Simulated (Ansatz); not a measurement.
**Si₂ (triplet): from Hartree-Fock to the top rungs, 6-31G***

Aim: climb from Hartree-Fock through coupled cluster and multireference methods for Si₂ (triplet) at one geometry and basis, and see what each rung misses.

Computed with Ansatz 0.2.0, Gaussian basis. Level: 6-31G*, core rule «outside noble gas», up to 10 orbitals frozen.

Plan: UHF; CCSD(T) on ROHF; CCSD(T) on UHF; BCCD(T) on ROHF; CISD; CCSDT(Q) on ROHF; CCSDT(Q) on UHF; CISDTQ; CCSDTQ on ROHF; CCSDTQ on UHF; CASSCF and MRCISD+Q, 8 electrons in 8 orbitals; CASSCF and NEVPT2, 8 electrons in 8 orbitals; Full CI; Full CI in the symmetry of the determinant.

10 further runs of the same task are left out: 1 that didn't finish, 9 set aside as unsound or not needed.

### Step 1. The system

The geometry is an MP2(full)/6-31G* stationary point (not a proven minimum).

2 atoms, charge 0, spin multiplicity 3.

Atoms are counted from 1 here; the program's logs count them from 0.

Bond lengths: Si1–Si2 2.260 Å.

### Step 2. UHF

The input, in.yaml:

```yaml
crystal:
  periodic: [false, false, false]
  atoms:
    - {symbol: Si, position_ang: [0.000000, 0.000000, 0.000000]}
    - {symbol: Si, position_ang: [0.000000, 0.000000, 2.260108]}
basis:
  gaussian: {orbitals: "6-31G*"}
magnetization: {spin_polarized: true, initial_magnetization: 2}
hamiltonian: {xc: hf}
output: {orbitals: {seedname: orbitals}}
```

Launch:

```bash
$ ansatz run in.yaml --threads 1 --pin off --events-out ev --progress --plain --max-ram 2764MiB --backend cpu
```

The runs that follow: CCSD(T) on ROHF; CCSD(T) on UHF; BCCD(T) on ROHF; CISD; CCSDT(Q) on ROHF; CCSDT(Q) on UHF; CISDTQ; CCSDTQ on ROHF; CCSDTQ on UHF; CASSCF and MRCISD+Q, 8 electrons in 8 orbitals; CASSCF and NEVPT2, 8 electrons in 8 orbitals; Full CI; Full CI in the symmetry of the determinant.

Q: Predict the results of all the runs planned. Wanted: FCI below the RHF energy; RMP2 from FCI; UMP2 from FCI; RCCSD from FCI; RCCSD(T) from FCI; UCCSD(T) from FCI; RCCSDT(Q) from FCI; UCCSDT(Q) from FCI; NEVPT2 valence from FCI.

**Answer**, as computed:

| quantity | value |
| --- | --- |
| FCI below the RHF energy | -4.4356 eV |
| RMP2 from FCI | +96.1 kJ/mol |
| UMP2 from FCI | +103.9 kJ/mol |
| RCCSD from FCI | +37.2 kJ/mol |
| RCCSD(T) from FCI | +8.1 kJ/mol |
| UCCSD(T) from FCI | +8.1 kJ/mol |
| RCCSDT(Q) from FCI | +0.7 kJ/mol |
| UCCSDT(Q) from FCI | +0.7 kJ/mol |
| NEVPT2 valence from FCI | +60.8 kJ/mol |
| MRCISD+Q valence from FCI | -0.2 kJ/mol |
| levels within 1 kcal/mol (43 meV) | UCCSDT, RCCSDT(Q), UCCSDT(Q), RCCSDTQ, UCCSDTQ, MRCISD+Q valence |
| T1 diagnostic | 0.026 |
| effectively unpaired electrons | 2.26 |

What this shows: RCCSD(T) lands +8.1 kJ/mol from the yardstick (1.9 % of the correlation energy). MRCISD+Q valence falls below full CI: the +Q correction isn't variational, and the cores differ from full CI's. The occupations show some static correlation. Of the multireference levels listed MRCISD+Q valence comes nearest in total energy (-0.2 kJ/mol), which doesn't show that its space is the better one. Coupled cluster took another determinant than the lowest Hartree-Fock one. These misses are within one basis, not against nature; the frozen cores of restricted and unrestricted runs differ, which can shift their rows.
